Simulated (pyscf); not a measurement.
Structures and frequencies: ωB97X-D3(BJ)/def2-SVP in PySCF. MP2 and CC: frozen core, UHF for open shells. ΔMP2 is the change of the MP2 total energy from the triple- to the quadruple-zeta basis.

Estimate by transition-state theory the rate constant of HC≡C–CH₃ + HF -> H₂C=C=CH₂ + HF (singlet surface; C–H, F–H broken, C–H, F–H formed) at 1200 K, with CCSD(T)/def2-TZVPP + ΔMP2(QZVPP) energies (ideal gas, 1 atm, RRHO with modes under 100 cm⁻¹ raised to 100, one conformer, R ln 2 for chiral ones without a mode under 150 cm⁻¹; no tunnelling).

The electronic barrier is 50.5 kcal/mol and the thermal terms add +35.9, so ΔG‡ = 86.4 kcal/mol. With k_BT/h = 2.50e+13 s⁻¹ and RT = 2.385 kcal/mol, and a volume of 1.64e-19 cm³ per molecule at 1 atm, k = 7.4e-22 cm³ molecule⁻¹ s⁻¹. Wigner's tunnelling factor for 2096i cm⁻¹ would be 1.26. A shift of 1 kcal/mol in the barrier changes k by a factor 1.5. On the reactant side the descent ends in a complex, 6.5 kcal/mol under the separated species and 52.3 kcal/mol under the saddle at ωB97X-D3(BJ)/def2-TZVP. On the product side the descent ends in a complex, 5.1 kcal/mol under the separated species and 51.1 kcal/mol under the saddle at ωB97X-D3(BJ)/def2-TZVP. At ωB97X-D3(BJ) the barrier from the zero used here is 45.8 kcal/mol. This is the saddle that the search found; another between the same sides may lie lower. The CCSD(T) − MP2 part came from Ansatz, without density fitting, on the same reference.
